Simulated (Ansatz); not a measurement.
**singlet BN: levels of theory in one basis**

```yaml
atoms:
  - { symbol: B, position_ang: [0.0000, 0.0000, 0.0000] }
  - { symbol: N, position_ang: [0.0000, 0.0000, 1.4400] }
```

Basis set: def2-SVP (spherical functions). Correlated methods keep 2 orbitals frozen. Charge 0, multiplicity 1.

Computed with Ansatz (development build ahead of 0.2.0); each method stands on the lowest determinant of its kind that the runs found.

| method | E − E(RHF) (eV) | <S²> of the determinant |
| --- | --- | --- |
| RHF | 0.00 | 0.00 |
| UHF | -2.75 | 1.49 |
| RHF-MP2 | -4.62 | – |

Q: What does UHF-MP2 give on the same scale?

A: -6.79 eV.

Q: Is a single determinant a sound starting point here?

A: It is doubtful. Unrestricted orbitals lower Hartree–Fock by 2.75 eV and <S²> is 1.49 where a pure state has 0.00, a sign of strong static correlation.

Caution for RHF, RHF-MP2: an unrestricted determinant lies well below. Caution for UHF, UHF-MP2: the unrestricted determinant is a mixture of spin states. Caution for RHF-MP2, UHF-MP2: bonds are stretched, where a single reference can fail. Caution for RHF-MP2: other determinants can give a lower correlated total.
